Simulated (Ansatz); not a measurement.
System: rutile CrO2. Method: r²SCAN-D4 in Ansatz (plane waves, PAW).

Settings: plane-wave cutoff 560 eV, 12×12×18 k mesh (along the axes of the cell as run), Fermi–Dirac smearing 0.05 eV, spin-polarised with parallel moments, scalar-relativistic PAW data made under PBE.

The cell is scaled about its equilibrium volume:

Shape and atoms are relaxed at each volume.

```json
[
 {"V (Å³/atom)": "8.966", "P (GPa)": "11.66", "c (Å)": "2.877", "a (Å)": "4.324"},
 {"V (Å³/atom)": "9.152", "P (GPa)": "5.49", "c (Å)": "2.892", "a (Å)": "4.358"},
 {"V (Å³/atom)": "9.339", "P (GPa)": "0.00", "c (Å)": "2.906", "a (Å)": "4.391"},
 {"V (Å³/atom)": "9.526", "P (GPa)": "-4.87", "c (Å)": "2.920", "a (Å)": "4.424"},
 {"V (Å³/atom)": "9.713", "P (GPa)": "-9.19", "c (Å)": "2.933", "a (Å)": "4.457"}
]
```

Note: the bulk modulus comes from volumes at which shape and atoms were relaxed.

Ansatz is an electronic-structure program.
